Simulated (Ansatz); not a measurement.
# AlO₂ (quartet): from Hartree-Fock to the top rungs at a displaced geometry (v1), cc-pVDZ

An exercise on one series of results from a longer session: the logs are not shown, and one member is left open.

Method: cc-pVDZ, core rule «outside noble gas», up to 7 orbitals frozen; program: Ansatz 0.2.0, Gaussian basis.

The runs, in order: UHF; CCSD(T) on ROHF; CCSD(T) on UHF; BCCD(T) on ROHF; CISD; CCSDT(Q) on ROHF; CCSDT(Q) on UHF.

38 further runs of the same task are left out: 17 for a known fault of the program, 11 that didn't finish, 10 set aside as unsound or not needed.

**The system**

The geometry is a PBE0/def2-TZVP stationary point (not a proven minimum) with its atoms shifted at random (size 0.040 Å).

3 atoms, charge 0, spin multiplicity 4.

Atoms are counted from 1 here; the program's logs count them from 0.

Bond lengths: O1–Al2 1.793 Å, Al2–O3 1.826 Å. Angles: O1–Al2–O3 177.2°.

The first run:

Contents of in.yaml:

```yaml
crystal:
  periodic: [false, false, false]
  atoms:
    - {symbol: O, position_ang: [-0.015433, -0.009008, 1.803440]}
    - {symbol: Al, position_ang: [-0.016266, -0.025151, 0.010487]}
    - {symbol: O, position_ang: [0.031698, 0.034159, -1.813927]}
basis:
  gaussian: {orbitals: cc-pVDZ}
magnetization: {spin_polarized: true, initial_magnetization: 3}
hamiltonian: {xc: hf}
output: {orbitals: {seedname: orbitals}}
```

Started as:

```
ansatz run in.yaml --threads 1 --pin off --events-out ev --progress --plain --max-ram 2393MiB
```

Among the steps run: UHF; CCSD(T) on ROHF; CCSD(T) on UHF; BCCD(T) on ROHF; CISD; CCSDT(Q) on ROHF; CCSDT(Q) on UHF.

One table of the session follows, with a row left open; its other results are not shown here.

It belongs to the step «Misses and costs». 

```
   method  from UCCSDT(Q) (kcal/mol)
     ROHF                    +235.82
      UHF                    +229.71
     RMP2                          ?
     UMP2                     +24.75
     CISD                     +26.34
    RCCSD                      +7.50
    UCCSD                      +7.30
 RCCSD(T)                      +1.73
 UCCSD(T)                      +1.75
  BCCD(T)                      +1.80
   RCCSDT                      +0.79
   UCCSDT                      +0.75
RCCSDT(Q)                      +0.18
UCCSDT(Q)                          0
```

Estimate the missing values for RMP2.

**Answer.** from UCCSDT(Q) (kcal/mol): +24.06. In the column «from UCCSDT(Q) (kcal/mol)» it lies between RCCSD (+7.50) and UMP2 (+24.75).

To keep in mind: Restricted and unrestricted rows rest on different reference determinants; where their highest levels disagree by more than a few hundredths of an eV, they describe different states and don't form one ladder.
